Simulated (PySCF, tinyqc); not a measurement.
MP2 on RHF in the sto-3g basis, frozen core, for LiH, spin multiplicity 1, step by step. The lowest restricted solution is unstable here: a spin-polarised one lies 0.0160 hartree lower (PySCF). One step of it, computed by the program tinyqc.

Task: Orthogonalisation. S = U s U^T; symmetric (Loewdin) form X = U s^(-1/2) U^T, so that X^T S X = 1.

overlap S, lower triangle:
```
           1Li 1s    1Li 2s   1Li 2px   1Li 2py   1Li 2pz     2H 1s
1Li 1s   1.000000
1Li 2s   0.241137  1.000000
1Li 2px  0.000000  0.000000  1.000000
1Li 2py  0.000000  0.000000  0.000000  1.000000
1Li 2pz  0.000000  0.000000  0.000000  0.000000  1.000000
2H 1s    0.011591  0.222325  0.000000  0.000000  0.329240  1.000000
```

Give: eigenvalues of S; X.

Result:

eigenvalues of S: 0.5785  0.8092  1.0000  1.0000  1.1823  1.4300

X, lower triangle:
```
          1Li 1s   1Li 2s  1Li 2px  1Li 2py  1Li 2pz   2H 1s
1Li 1s    1.0234
1Li 2s   -0.1286   1.0453
1Li 2px   0.0000   0.0000   1.0000
1Li 2py   0.0000   0.0000   0.0000   1.0000
1Li 2pz  -0.0049   0.0322   0.0000   0.0000   1.0461
2H 1s     0.0171  -0.1274   0.0000   0.0000  -0.1834  1.0677
```
